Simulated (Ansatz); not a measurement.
BClHS (`S[B]Cl`) radical, 4 atoms. Total charge 0; spin multiplicity 2. All runs use 2 threads of a server CPU on a shared host. Correlated methods freeze the cores. Open-shell runs search over several starts.

(1) Give the basis size and wall time and peak host memory of each of these runs in Ansatz. UKS r2SCANh-D4/def2-TZVPP energy; UKS PBE0-D4/def2-TZVP frequencies; UKS CAM-B3LYP-D4/def2-TZVPP energy; UKS ωB97M-V/def2-QZVPP energy; UHF-CCSD(T)/def2-TZVPP energy; UKS PBE0-D4/def2-SVP energy; UKS BLYP-D4/def2-TZVPP energy; UKS PBE0-D4/def2-TZVP relaxation (5 steps); UKS ωB97M-V/def2-SVP energy; UKS SPW92/def2-TZVPP energy; UKS PBE0-D4/def2-QZVPP energy; UHF-MP2/def2-QZVPP energy. (Estimate.)

Answers

(1) Ansatz gave: Other jobs shared the machine, so times are rough.

```json
{"level": "UKS SPW92/def2-TZVPP", "job": "energy", "functions": "129", "wall time": "0.75 s", "peak host memory (GiB)": "0.16"}
{"level": "UKS PBE0-D4/def2-SVP", "job": "energy", "functions": "55", "wall time": "0.9 s", "peak host memory (GiB)": "0.14"}
{"level": "UKS BLYP-D4/def2-TZVPP", "job": "energy", "functions": "129", "wall time": "1.2 s", "peak host memory (GiB)": "0.17"}
{"level": "UKS CAM-B3LYP-D4/def2-TZVPP", "job": "energy", "functions": "129", "wall time": "2.1 s", "peak host memory (GiB)": "0.31"}
{"level": "UKS ωB97M-V/def2-SVP", "job": "energy", "functions": "55", "wall time": "2.8 s", "peak host memory (GiB)": "0.24"}
{"level": "UKS r2SCANh-D4/def2-TZVPP", "job": "energy", "functions": "129", "wall time": "2.9 s", "peak host memory (GiB)": "0.31"}
{"level": "UKS PBE0-D4/def2-QZVPP", "job": "energy", "functions": "227", "wall time": "3.9 s", "peak host memory (GiB)": "0.6"}
{"level": "UHF-MP2/def2-QZVPP", "job": "energy", "functions": "227", "wall time": "4.7 s", "peak host memory (GiB)": "0.6"}
{"level": "UKS ωB97M-V/def2-QZVPP", "job": "energy", "functions": "227", "wall time": "10 s", "peak host memory (GiB)": "0.77"}
{"level": "UKS PBE0-D4/def2-TZVP", "job": "relaxation (5 steps)", "functions": "111", "wall time": "11 s", "peak host memory (GiB)": "0.26"}
{"level": "UHF-CCSD(T)/def2-TZVPP", "job": "energy", "functions": "129", "wall time": "14 s", "peak host memory (GiB)": "1.2"}
{"level": "UKS PBE0-D4/def2-TZVP", "job": "frequencies", "functions": "111", "wall time": "31 s", "peak host memory (GiB)": "0.24"}
```
